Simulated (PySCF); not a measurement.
# PN⁺: frontier orbitals

r²SCAN0 at R = 1.474 Å; basis P def2-TZVPPD, N def2-TZVPPD; no relativity; PySCF 2.14. State: ²Σ⁺ (doublet), unpaired electrons σ ↑. Only the outer orbitals are listed, counted within each symmetry.

| spin | orbital | occ. | ε (eV) | on P (%) | main shells (%) |
| --- | --- | --- | --- | --- | --- |
| α | 5σ | 1 | -34.70 | 32 | 64 N s, 20 P s, 9 P p |
| α | 6σ | 1 | -24.03 | 43 | 42 P s, 35 N p, 22 N s |
| α | 7σ | 1 | -19.93 | 64 | 36 P p, 32 N p, 27 P s |
| α | 2π | 1 | -19.02 | 27 | 72 N p, 24 P p |
| α | 2π | 1 | -19.02 | 27 | 72 N p, 24 P p |
| α | 3π | 0 | -10.45 | 80 | 73 P p, 19 N p |
| α | 3π | 0 | -10.45 | 80 | 73 P p, 19 N p |
| α | 8σ | 0 | -5.59 | 72 | 44 P d, 28 P p, 22 N s |
| β | 5σ | 1 | -32.89 | 39 | 54 N s, 28 P s, 9 P p |
| β | 6σ | 1 | -21.81 | 78 | 62 P s, 18 N s, 15 P p |
| β | 2π | 1 | -18.10 | 46 | 52 N p, 43 P p |
| β | 2π | 1 | -18.10 | 46 | 52 N p, 43 P p |
| β | 7σ | 0 | -13.61 | 27 | 48 N p, 26 P p, 25 N s |
| β | 3π | 0 | -10.04 | 64 | 55 P p, 35 N p, 9 P d |
| β | 3π | 0 | -10.04 | 64 | 55 P p, 35 N p, 9 P d |

Problem. Which are the highest filled and the lowest empty level, where do they sit, and how wide is the gap?

Solution. Highest filled β 2π at -18.10 eV (in %: 52 N p, 43 P p); lowest empty β 7σ at -13.61 eV (in %: 48 N p, 26 P p, 25 N s); the gap at r²SCAN0 is 4.49 eV.

* bond order (Mayer): 2.76
* ⟨S²⟩: 0.848
* charge on P (Mulliken, basis-dependent): 0.95
* charge on P (Löwdin, basis-dependent): 1.13
* dipole moment (positive dipole points towards N; it is taken about the centre of mass and depends on that origin): -1.80 D

The state is the lowest determinant that a PBE0 search found; another state may lie lower at other levels.
